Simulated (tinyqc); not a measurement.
UHF in the sto-3g basis, for H2O, spin multiplicity 1, step by step (part 1 of 2). Computed by tinyqc, a small Python program that keeps every step (integrals from PySCF). Settings: charge = 0, multiplicity = 1, basis = sto-3g, energy threshold = 1e-10, iteration cap = 79, orthogonalisation = canonical, start = Wolfsberg-Helmholz matrix, DIIS depth = 0, method = UHF, break = 0.7. Command: `OMP_NUM_THREADS=1 python tinyqc.py 28215 28216 out.jsonl` (the two numbers bound the seeds that draw the settings). One thread of a shared host (Intel(R) Xeon(R) Processor @ 2.60GHz), about 0.1 s of CPU time with the checks. Later iterations appear only in the table of the cycle.

## One-electron integrals

Geometry (angstrom):

| atom | x | y | z |
|---|---|---|---|
| O | 0.000000 | 0.000000 | 0.000000 |
| H | 0.000000 | 0.804000 | 0.635000 |
| H | 0.000000 | -0.804000 | 0.635000 |

Basis sto-3g: exponents (1/bohr^2) and contraction coefficients of normalised primitives:

| element | l (shell) | exponent | coefficient |
|---|---|---|---|
| O | s (1) | 130.709320 | 0.154329 |
| O | s (1) | 23.808861 | 0.535328 |
| O | s (1) | 6.443608 | 0.444635 |
| O | s (2) | 5.033151 | -0.099967 |
| O | s (2) | 1.169596 | 0.399513 |
| O | s (2) | 0.380389 | 0.700115 |
| O | p (3) | 5.033151 | 0.155916 |
| O | p (3) | 1.169596 | 0.607684 |
| O | p (3) | 0.380389 | 0.391957 |
| H | s (1) | 3.425251 | 0.154329 |
| H | s (1) | 0.623914 | 0.535328 |
| H | s (1) | 0.168855 | 0.444635 |

Overlap, kinetic and nuclear-attraction integrals over the contracted functions; the nuclear repulsion is the sum of Za Zb / Rab.

nuclear repulsion = 8.59328847 hartree

overlap S, lower triangle:
```
           1O 1s     1O 2s    1O 2px     1O 2py    1O 2pz     2H 1s     3H 1s
1O 1s   1.000000
1O 2s   0.236704  1.000000
1O 2px  0.000000  0.000000  1.000000
1O 2py  0.000000  0.000000  0.000000   1.000000
1O 2pz  0.000000  0.000000  0.000000   0.000000  1.000000
2H 1s   0.045982  0.431703  0.000000   0.289725  0.228825  1.000000
3H 1s   0.045982  0.431703  0.000000  -0.289725  0.228825  0.219479  1.000000
```

kinetic energy T (hartree), lower triangle:
```
            1O 1s     1O 2s    1O 2px     1O 2py    1O 2pz     2H 1s     3H 1s
1O 1s   29.003200
1O 2s   -0.168011  0.808128
1O 2px   0.000000  0.000000  2.528731
1O 2py   0.000000  0.000000  0.000000   2.528731
1O 2pz   0.000000  0.000000  0.000000   0.000000  2.528731
2H 1s   -0.006269  0.098669  0.000000   0.184515  0.145730  0.760032
3H 1s   -0.006269  0.098669  0.000000  -0.184515  0.145730  0.001960  0.760032
```

nuclear attraction V (hartree), lower triangle:
```
             1O 1s       1O 2s     1O 2px      1O 2py      1O 2pz      2H 1s      3H 1s
1O 1s   -61.651480
1O 2s    -7.427600  -10.076064
1O 2px    0.000000    0.000000  -9.931485
1O 2py    0.000000    0.000000   0.000000  -10.063157
1O 2pz   -0.016797   -0.201844   0.000000    0.000000  -10.013620
2H 1s    -1.481260   -3.426290   0.000000   -2.035027   -1.668326  -5.571654
3H 1s    -1.481260   -3.426290   0.000000    2.035027   -1.668326  -1.348068  -5.571654
```

core Hamiltonian H = T + V (hartree), lower triangle:
```
             1O 1s      1O 2s     1O 2px     1O 2py     1O 2pz      2H 1s      3H 1s
1O 1s   -32.648280
1O 2s    -7.595611  -9.267936
1O 2px    0.000000   0.000000  -7.402754
1O 2py    0.000000   0.000000   0.000000  -7.534426
1O 2pz   -0.016797  -0.201844   0.000000   0.000000  -7.484889
2H 1s    -1.487529  -3.327621   0.000000  -1.850511  -1.522596  -4.811622
3H 1s    -1.487529  -3.327621   0.000000   1.850511  -1.522596  -1.346108  -4.811622
```

## Two-electron integrals

Functions are numbered as in S; the eight-fold symmetry (ij|kl) = (ji|kl) = (kl|ij) leaves the list below.

Two-electron integrals (ij|kl) in chemists' order, unique and non-zero (hartree):
```
(11|11) 4.785065    (21|11) 0.741380    (21|21) 0.136873    (22|11) 1.118947
(22|21) 0.256633    (22|22) 0.817206    (31|31) 0.024477    (32|31) 0.037809
(32|32) 0.180518    (33|11) 1.115814    (33|21) 0.256684    (33|22) 0.817023
(33|33) 0.880159    (41|41) 0.024477    (42|41) 0.037809    (42|42) 0.180518
(43|43) 0.047444    (44|11) 1.115814    (44|21) 0.256684    (44|22) 0.817023
(44|33) 0.785270    (44|44) 0.880159    (51|51) 0.024477    (52|51) 0.037809
(52|52) 0.180518    (53|53) 0.047444    (54|54) 0.047444    (55|11) 1.115814
(55|21) 0.256684    (55|22) 0.817023    (55|33) 0.785270    (55|44) 0.785270
(55|55) 0.880159    (61|11) 0.146067    (61|21) 0.026743    (61|22) 0.049832
(61|33) 0.049735    (61|41) 0.000969    (61|42) 0.001815    (61|44) 0.049918
(61|51) 0.000765    (61|52) 0.001434    (61|54) 0.000144    (61|55) 0.049849
(61|61) 0.005293    (62|11) 0.358829    (62|21) 0.083345    (62|22) 0.294263
(62|33) 0.289235    (62|41) 0.004914    (62|42) 0.037693    (62|44) 0.298351
(62|51) 0.003881    (62|52) 0.029770    (62|54) 0.007200    (62|55) 0.294921
(62|61) 0.016607    (62|62) 0.131686    (63|31) 0.008678    (63|32) 0.050675
(63|43) 0.007811    (63|53) 0.006169    (63|63) 0.018668    (64|11) 0.203963
(64|21) 0.047983    (64|22) 0.180888    (64|33) 0.172698    (64|41) 0.011155
(64|42) 0.072587    (64|44) 0.193705    (64|51) 0.001956    (64|52) 0.017306
(64|54) 0.010422    (64|55) 0.176057    (64|61) 0.009979    (64|62) 0.098331
(64|64) 0.091244    (65|11) 0.161090    (65|21) 0.037897    (65|22) 0.142865
(65|33) 0.136397    (65|41) 0.001956    (65|42) 0.017306    (65|44) 0.140650
(65|51) 0.010223    (65|52) 0.064343    (65|54) 0.011170    (65|55) 0.151389
(65|61) 0.007882    (65|62) 0.077662    (65|64) 0.057321    (65|65) 0.063940
(66|11) 0.501557    (66|21) 0.118390    (66|22) 0.479659    (66|33) 0.460326
(66|41) 0.008966    (66|42) 0.095075    (66|44) 0.495675    (66|51) 0.007082
(66|52) 0.075090    (66|54) 0.027918    (66|55) 0.482376    (66|61) 0.023795
(66|62) 0.271349    (66|64) 0.231281    (66|65) 0.182666    (66|66) 0.774606
(71|11) 0.146067    (71|21) 0.026743    (71|22) 0.049832    (71|33) 0.049735
(71|41) -0.000969   (71|42) -0.001815   (71|44) 0.049918    (71|51) 0.000765
(71|52) 0.001434    (71|54) -0.000144   (71|55) 0.049849    (71|61) 0.005212
(71|62) 0.016087    (71|64) 0.008841    (71|65) 0.007641    (71|66) 0.022807
(71|71) 0.005293    (72|11) 0.358829    (72|21) 0.083345    (72|22) 0.294263
(72|33) 0.289235    (72|41) -0.004914   (72|42) -0.037693   (72|44) 0.298351
(72|51) 0.003881    (72|52) 0.029770    (72|54) -0.007200   (72|55) 0.294921
(72|61) 0.016087    (72|62) 0.106598    (72|64) 0.054927    (72|65) 0.061133
(72|66) 0.179940    (72|71) 0.016607    (72|72) 0.131686    (73|31) 0.008678
(73|32) 0.050675    (73|43) -0.007811   (73|53) 0.006169    (73|63) 0.014608
(73|73) 0.018668    (74|11) -0.203963   (74|21) -0.047983   (74|22) -0.180888
(74|33) -0.172698   (74|41) 0.011155    (74|42) 0.072587    (74|44) -0.193705
(74|51) -0.001956   (74|52) -0.017306   (74|54) 0.010422    (74|55) -0.176057
(74|61) -0.008841   (74|62) -0.054927   (74|64) -0.014176   (74|65) -0.030812
(74|66) -0.082558   (74|71) -0.009979   (74|72) -0.098331   (74|74) 0.091244
(75|11) 0.161090    (75|21) 0.037897    (75|22) 0.142865    (75|33) 0.136397
(75|41) -0.001956   (75|42) -0.017306   (75|44) 0.140650    (75|51) 0.010223
(75|52) 0.064343    (75|54) -0.011170   (75|55) 0.151389    (75|61) 0.007641
(75|62) 0.061133    (75|64) 0.030812    (75|65) 0.049136    (75|66) 0.112929
(75|71) 0.007882    (75|72) 0.077662    (75|74) -0.057321   (75|75) 0.063940
(76|11) 0.133740    (76|21) 0.031354    (76|22) 0.120194    (76|33) 0.117357
(76|44) 0.119707    (76|51) 0.002285    (76|52) 0.020863    (76|55) 0.123387
(76|61) 0.006184    (76|62) 0.053424    (76|64) 0.034487    (76|65) 0.035419
(76|66) 0.114163    (76|71) 0.006184    (76|72) 0.053424    (76|74) -0.034487
(76|75) 0.035419    (76|76) 0.026712    (77|11) 0.501557    (77|21) 0.118390
(77|22) 0.479659    (77|33) 0.460326    (77|41) -0.008966   (77|42) -0.095075
(77|44) 0.495675    (77|51) 0.007082    (77|52) 0.075090    (77|54) -0.027918
(77|55) 0.482376    (77|61) 0.022807    (77|62) 0.179940    (77|64) 0.082558
(77|65) 0.112929    (77|66) 0.324576    (77|71) 0.023795    (77|72) 0.271349
(77|74) -0.231281   (77|75) 0.182666    (77|76) 0.114163    (77|77) 0.774606
```

## Orthogonalisation

S = U s U^T; canonical form X = U s^(-1/2), so that X^T S X = 1. Each column of U has its largest component positive (the first on a tie).

eigenvalues of S: 0.386136  0.466086  0.884882  1.000000  1.097581  1.314435  1.850880

X:
```
                1          2          3         4          5          6         7
1O 1s   -0.322972   0.000000   0.746484  0.000000  -0.617785   0.000000  0.160585
1O 2s    1.109727   0.000000  -0.299023  0.000000  -0.307003   0.000000  0.429798
1O 2px   0.000000   0.000000   0.000000  1.000000   0.000000   0.000000  0.000000
1O 2py   0.000000   0.891754   0.000000  0.000000   0.000000   0.691957  0.000000
1O 2pz   0.522202   0.000000   0.655084  0.000000   0.631596   0.000000  0.204136
2H 1s   -0.700450  -0.821676  -0.164781  0.000000   0.134670   0.375486  0.379538
3H 1s   -0.700450   0.821676  -0.164781  0.000000   0.134670  -0.375486  0.379538
```

## Starting guess

The start is the generalised Wolfsberg-Helmholz matrix (K = 1.75) built on H, with HOMO and LUMO mixed by +/-0.7 rad for the two spins; D(s) = C_occ C_occ^T for each spin.

D(alpha) at the start, lower triangle:
```
            1O 1s      1O 2s     1O 2px     1O 2py    1O 2pz      2H 1s     3H 1s
1O 1s    1.031924
1O 2s   -0.129883   0.594466
1O 2px   0.000000   0.000000   0.584984
1O 2py   0.000000   0.000000  -0.367917   0.947867
1O 2pz   0.054500  -0.199347   0.000000   0.000000  0.916303
2H 1s   -0.069367   0.176666   0.432307  -0.089668  0.060096   0.436132
3H 1s   -0.069367   0.176666  -0.432307   0.089668  0.060096  -0.295515  0.436132
```

D(beta) at the start, lower triangle:
```
            1O 1s      1O 2s     1O 2px     1O 2py    1O 2pz      2H 1s     3H 1s
1O 1s    1.031924
1O 2s   -0.129883   0.594466
1O 2px   0.000000   0.000000   0.584984
1O 2py   0.000000   0.000000   0.367917   0.947867
1O 2pz   0.054500  -0.199347   0.000000   0.000000  0.916303
2H 1s   -0.069367   0.176666  -0.432307  -0.089668  0.060096   0.436132
3H 1s   -0.069367   0.176666   0.432307   0.089668  0.060096  -0.295515  0.436132
```

## Iteration 1: building the Fock matrix

J_ij = sum D_kl (ij|kl) with D = D(alpha) + D(beta), K_ij = sum D_kl (ik|jl) for each spin; F = H + J - K(s); E = tr D H + tr D J / 2 - 0.5 sum_s tr D(s) K(s) + E_nn.

Coulomb J (hartree), lower triangle:
```
            1O 1s     1O 2s    1O 2px     1O 2py    1O 2pz     2H 1s     3H 1s
1O 1s   17.360536
1O 2s    3.277647  8.171500
1O 2px   0.000000  0.000000  8.085612
1O 2py   0.000000  0.000000  0.000000   8.213126
1O 2pz  -0.006587  0.030434  0.000000   0.000000  8.192599
2H 1s    0.640519  2.936899  0.000000   1.809058  1.442523  4.936118
3H 1s    0.640519  2.936899  0.000000  -1.809058  1.442523  1.208800  4.936118
```

exchange K(alpha) (hartree), lower triangle:
```
           1O 1s      1O 2s     1O 2px     1O 2py    1O 2pz     2H 1s     3H 1s
1O 1s   4.866296
1O 2s   0.845070   1.232814
1O 2px  0.000000   0.000000   0.765806
1O 2py  0.000000   0.000000  -0.150298   1.097446
1O 2pz  0.004083  -0.057210   0.000000   0.000000  1.103716
2H 1s   0.168237   0.520148   0.083610   0.300078  0.230997  0.588843
3H 1s   0.168237   0.520148  -0.083610  -0.300078  0.230997  0.181813  0.588843
```

exchange K(beta) (hartree), lower triangle:
```
           1O 1s      1O 2s     1O 2px     1O 2py    1O 2pz     2H 1s     3H 1s
1O 1s   4.866296
1O 2s   0.845070   1.232814
1O 2px  0.000000   0.000000   0.765806
1O 2py  0.000000   0.000000   0.150298   1.097446
1O 2pz  0.004083  -0.057210   0.000000   0.000000  1.103716
2H 1s   0.168237   0.520148  -0.083610   0.300078  0.230997  0.588843
3H 1s   0.168237   0.520148   0.083610  -0.300078  0.230997  0.181813  0.588843
```

F(alpha) (hartree), lower triangle:
```
             1O 1s      1O 2s     1O 2px     1O 2py     1O 2pz      2H 1s      3H 1s
1O 1s   -20.154040
1O 2s    -5.163035  -2.329250
1O 2px    0.000000   0.000000  -0.082948
1O 2py    0.000000   0.000000   0.150298  -0.418746
1O 2pz   -0.027468  -0.114201   0.000000   0.000000  -0.396006
2H 1s    -1.015247  -0.910870  -0.083610  -0.341530  -0.311071  -0.464347
3H 1s    -1.015247  -0.910870   0.083610   0.341530  -0.311071  -0.319121  -0.464347
```

F(beta) (hartree), lower triangle:
```
             1O 1s      1O 2s     1O 2px     1O 2py     1O 2pz      2H 1s      3H 1s
1O 1s   -20.154040
1O 2s    -5.163035  -2.329250
1O 2px    0.000000   0.000000  -0.082948
1O 2py    0.000000   0.000000  -0.150298  -0.418746
1O 2pz   -0.027468  -0.114201   0.000000   0.000000  -0.396006
2H 1s    -1.015247  -0.910870   0.083610  -0.341530  -0.311071  -0.464347
3H 1s    -1.015247  -0.910870  -0.083610   0.341530  -0.311071  -0.319121  -0.464347
```

total energy of this density = -74.32053374 hartree

## Iteration 1: diagonalisation and new density

Diagonalise F' = X^T F X, C = X C', fill 5 alpha and 5 beta electrons from the bottom; D(s) = C_occ C_occ^T. Each column has its largest component positive (the first on a tie).

F' = X^T F X (alpha) (hartree), lower triangle:
```
           1          2          3          4          5          6          7
1   0.098900
2   0.000000   0.471906
3   1.714072   0.000000  -8.874235
4   0.000000   0.271431   0.000000  -0.082948
5  -1.452950   0.000000   8.803869   0.000000  -9.607966
6   0.000000  -0.009130   0.000000   0.041211   0.000000  -0.596393
7   0.277388   0.000000  -3.831919   0.000000   4.150664   0.000000  -2.865006
```

orbital energies (alpha) (hartree): MO1 -20.163675, MO2 -1.163175, MO3 -0.600689, MO4 -0.432324, MO5 -0.189392, MO6 0.510867, MO7 0.582646

coefficients C (alpha):
```
              MO1        MO2        MO3        MO4        MO5        MO6        MO7
1O 1s    0.993924  -0.227662   0.000000   0.094019   0.000000  -0.142977   0.000000
1O 2s    0.026904   0.810473   0.000000  -0.444302   0.000000   0.863071   0.000000
1O 2px   0.000000   0.000000  -0.096414   0.000000   0.920803   0.000000   0.377924
1O 2py   0.000000   0.000000   0.717666   0.000000  -0.265422   0.000000   0.829781
1O 2pz   0.004092   0.134312   0.000000   0.850610   0.000000   0.633104   0.000000
2H 1s   -0.005870   0.186354   0.346527   0.186310   0.347574  -0.781341  -0.758453
3H 1s   -0.005870   0.186354  -0.346527   0.186310  -0.347574  -0.781341   0.758453
```

F' = X^T F X (beta) (hartree), lower triangle:
```
           1          2          3          4          5          6          7
1   0.098900
2   0.000000   0.471906
3   1.714072   0.000000  -8.874235
4   0.000000  -0.271431   0.000000  -0.082948
5  -1.452950   0.000000   8.803869   0.000000  -9.607966
6   0.000000  -0.009130   0.000000  -0.041211   0.000000  -0.596393
7   0.277388   0.000000  -3.831919   0.000000   4.150664   0.000000  -2.865006
```

orbital energies (beta) (hartree): MO1 -20.163675, MO2 -1.163175, MO3 -0.600689, MO4 -0.432324, MO5 -0.189392, MO6 0.510867, MO7 0.582646

coefficients C (beta):
```
              MO1        MO2        MO3        MO4        MO5        MO6        MO7
1O 1s    0.993924  -0.227662   0.000000   0.094019   0.000000  -0.142977   0.000000
1O 2s    0.026904   0.810473   0.000000  -0.444302   0.000000   0.863071   0.000000
1O 2px   0.000000   0.000000   0.096414   0.000000   0.920803   0.000000  -0.377924
1O 2py   0.000000   0.000000   0.717666   0.000000   0.265422   0.000000   0.829781
1O 2pz   0.004092   0.134312   0.000000   0.850610   0.000000   0.633104   0.000000
2H 1s   -0.005870   0.186354   0.346527   0.186310  -0.347574  -0.781341  -0.758453
3H 1s   -0.005870   0.186354  -0.346527   0.186310   0.347574  -0.781341   0.758453
```

D(alpha) after iteration 1, lower triangle:
```
            1O 1s      1O 2s     1O 2px     1O 2py    1O 2pz      2H 1s     3H 1s
1O 1s    1.048554
1O 2s   -0.199547   0.854994
1O 2px   0.000000   0.000000   0.857174
1O 2py   0.000000   0.000000  -0.313594   0.585493
1O 2pz   0.053463  -0.268961   0.000000   0.000000  0.741594
2H 1s   -0.030743   0.068099   0.286638   0.156437  0.183483   0.310363
3H 1s   -0.030743   0.068099  -0.286638  -0.156437  0.183483  -0.171416  0.310363
```

D(beta) after iteration 1, lower triangle:
```
            1O 1s      1O 2s     1O 2px     1O 2py    1O 2pz      2H 1s     3H 1s
1O 1s    1.048554
1O 2s   -0.199547   0.854994
1O 2px   0.000000   0.000000   0.857174
1O 2py   0.000000   0.000000   0.313594   0.585493
1O 2pz   0.053463  -0.268961   0.000000   0.000000  0.741594
2H 1s   -0.030743   0.068099  -0.286638   0.156437  0.183483   0.310363
3H 1s   -0.030743   0.068099   0.286638  -0.156437  0.183483  -0.171416  0.310363
```

## Iteration 2: building the Fock matrix

As before.

Coulomb J (hartree), lower triangle:
```
            1O 1s     1O 2s    1O 2px     1O 2py    1O 2pz     2H 1s     3H 1s
1O 1s   17.413119
1O 2s    3.285657  8.205510
1O 2px   0.000000  0.000000  8.178032
1O 2py   0.000000  0.000000  0.000000   8.206199
1O 2pz  -0.008836  0.024763  0.000000   0.000000  8.208615
2H 1s    0.641928  2.942752  0.000000   1.805811  1.441141  4.917848
3H 1s    0.641928  2.942752  0.000000  -1.805811  1.441141  1.209534  4.917848
```

exchange K(alpha) (hartree), lower triangle:
```
           1O 1s      1O 2s     1O 2px     1O 2py    1O 2pz     2H 1s     3H 1s
1O 1s   4.883999
1O 2s   0.832066   1.294642
1O 2px  0.000000   0.000000   1.011063
1O 2py  0.000000   0.000000  -0.157652   0.964857
1O 2pz  0.002136  -0.064859   0.000000   0.000000  1.043299
2H 1s   0.169499   0.519380   0.042865   0.317545  0.253324  0.580975
3H 1s   0.169499   0.519380  -0.042865  -0.317545  0.253324  0.178825  0.580975
```

exchange K(beta) (hartree), lower triangle:
```
           1O 1s      1O 2s     1O 2px     1O 2py    1O 2pz     2H 1s     3H 1s
1O 1s   4.883999
1O 2s   0.832066   1.294642
1O 2px  0.000000   0.000000   1.011063
1O 2py  0.000000   0.000000   0.157652   0.964857
1O 2pz  0.002136  -0.064859   0.000000   0.000000  1.043299
2H 1s   0.169499   0.519380  -0.042865   0.317545  0.253324  0.580975
3H 1s   0.169499   0.519380   0.042865  -0.317545  0.253324  0.178825  0.580975
```

F(alpha) (hartree), lower triangle:
```
             1O 1s      1O 2s     1O 2px     1O 2py     1O 2pz      2H 1s      3H 1s
1O 1s   -20.119160
1O 2s    -5.142021  -2.357067
1O 2px    0.000000   0.000000  -0.235785
1O 2py    0.000000   0.000000   0.157652  -0.293084
1O 2pz   -0.027769  -0.112222   0.000000   0.000000  -0.319573
2H 1s    -1.015100  -0.904249  -0.042865  -0.362246  -0.334779  -0.474748
3H 1s    -1.015100  -0.904249   0.042865   0.362246  -0.334779  -0.315398  -0.474748
```

F(beta) (hartree), lower triangle:
```
             1O 1s      1O 2s     1O 2px     1O 2py     1O 2pz      2H 1s      3H 1s
1O 1s   -20.119160
1O 2s    -5.142021  -2.357067
1O 2px    0.000000   0.000000  -0.235785
1O 2py    0.000000   0.000000  -0.157652  -0.293084
1O 2pz   -0.027769  -0.112222   0.000000   0.000000  -0.319573
2H 1s    -1.015100  -0.904249   0.042865  -0.362246  -0.334779  -0.474748
3H 1s    -1.015100  -0.904249  -0.042865   0.362246  -0.334779  -0.315398  -0.474748
```

total energy of this density = -74.79868943 hartree
